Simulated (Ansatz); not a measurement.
Molecule: acetamide, C₂H₅NO, net charge 0, singlet state. SMILES: CC(N)=O
Coordinates optimised at B3LYP-D3(BJ)/def2-TZVP (Ansatz, a quantum-chemistry and plane-wave program):
```xyz
9

O      0.4073     1.2798     0.2946
C      0.0816     0.1387     0.0326
N      0.9986    -0.8468    -0.1812
C     -1.3711    -0.2792    -0.0780
H      0.7349    -1.7900    -0.3981
H     -1.8457     0.3222    -0.8532
H     -1.5079    -1.3352    -0.3102
H     -1.8688    -0.0520     0.8647
H      1.9753    -0.6128    -0.1189
```

Quantity: vertical triplet-singlet gap (E(triplet) - E(singlet); each state is the SCF solution reached for its spin), in kcal/mol. Cores are frozen in the correlated levels unless marked. Open shells are spin-unrestricted. Spin-orbit coupling is left out. No relativistic terms. 

```tsv
level	program	vertical triplet-singlet gap (kcal/mol)
HF/aug-cc-pVDZ	Ansatz	102.5
SVWN5/def2-TZVPD	Ansatz	125.8
PBE/def2-TZVPD	Ansatz	121.8
r2SCAN/def2-TZVPD	Ansatz	119.5
B3LYP/def2-TZVPD	Ansatz	121.2
CAM-B3LYP/def2-TZVPD	Ansatz	121.2
wB97M-V/def2-TZVPD	Ansatz	125.0
wB97X-V/def2-TZVPD	Ansatz	123.9
B2PLYP/def2-TZVPD	Ansatz	126.4
MP2/aug-cc-pVDZ	Ansatz	138.5
RI-MP2/aug-cc-pVTZ	Ansatz	138.1
SCS-MP2/aug-cc-pVDZ	Ansatz	136.8
CCSD/aug-cc-pVDZ	Ansatz	126.3
CCSD(T)/aug-cc-pVDZ	Ansatz	128.9
```
